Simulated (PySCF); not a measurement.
Gas-phase reaction: 6 AlCl + Al(OH)₃ ⇌ 3 AlCl₂OH + 4 Al

Computed with PySCF (xtb for GFN2) and rigid-rotor harmonic-oscillator thermochemistry at 1 bar. † marks an energy on the PBE0/def2-TZVP geometry and frequencies; other levels use their own. CCSD(T) freezes the core. 6-31G* has spherical d functions here. Open shells (unrestricted): Al (multiplicity 2, electronic degeneracy 6); the rest are closed-shell singlets. GFN2 has no spin-polarisation term. Spin-orbit splitting is ignored; it lowers the true energy and changes the entropy of Al. B3LYP is the form with VWN-RPA correlation. Al(OH)₃, AlCl₂OH: computed as isolated molecules; such fragments, hydroxides, amides, oligomers or adducts are transient or little studied in the gas. CCSD(T) isn't extrapolated to the basis-set limit; its ΔH°(298 K) is 425.0 kJ in def2-SVP and 438.8 kJ in def2-TZVPP. The harmonic model lacks anharmonicity and excited electronic states, which grow with temperature; levels with a mode under 35 cm⁻¹ are left out. Warning, point group unlike the PBE0 one: AlCl₂OH (GFN2-xTB).

ΔH° and ΔS° at 298 K: B3LYP/6-31G* 478 kJ, -44 J/K; B3LYP/def2-TZVP† 481 kJ, -43 J/K; CCSD(T)/def2-TZVPP† 439 kJ, -43 J/K; GFN2-xTB 780 kJ, -31 J/K; PBE0/def2-SVP† 421 kJ, -43 J/K.

With the heat capacities included, give log10 K (1 bar) at 500, 600, 1000, 1400, 1600 K from B3LYP/6-31G*, B3LYP/def2-TZVP†, CCSD(T)/def2-TZVPP†, GFN2-xTB, PBE0/def2-SVP†.


| T (K) | B3LYP/6-31G* | B3LYP/def2-TZVP† | CCSD(T)/def2-TZVPP† | GFN2-xTB | PBE0/def2-SVP† |
|---|---|---|---|---|---|
| 500 | -52.1 | -52.4 | -48.0 | -83.0 | -46.2 |
| 600 | -43.7 | -43.9 | -40.2 | -69.3 | -38.7 |
| 1000 | -26.7 | -26.8 | -24.6 | -41.7 | -23.7 |
| 1400 | -19.3 | -19.3 | -17.8 | -29.7 | -17.1 |
| 1600 | -16.9 | -17.0 | -15.6 | -25.9 | -15.0 |
